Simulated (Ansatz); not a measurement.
Species: molecular nitrogen, N2, net charge 0, singlet state. 
Coordinates optimised at B3LYP-D3(BJ)/def2-TZVP (Ansatz, a first-principles code):
```
N
N 1 1.0909
```

Basis-set convergence of Hartree-Fock and CCSD correlation energies (hartree) with Ansatz. Cores are frozen in the correlated levels unless marked. Spin-orbit coupling is left out. Non-relativistic.

```json
[
 {"basis": "def2-SVPD", "functions": "40", "E(HF)": "-108.85701", "E(corr, CCSD)": "-0.31982"},
 {"basis": "def2-TZVPPD", "functions": "74", "E(HF)": "-108.98967", "E(corr, CCSD)": "-0.37074"},
 {"basis": "def2-QZVPPD", "functions": "126", "E(HF)": "-108.99389", "E(corr, CCSD)": "-0.39129"}
]
```

Extrapolating the two largest sets (X = 3 and 4) as X^-3: E(corr) = (64·(-0.39129) - 27·(-0.37074))/37 = -0.4063 Eh, an estimate of the basis-set limit. The largest set recovers 96.3 % of it, the smallest 78.7 %.
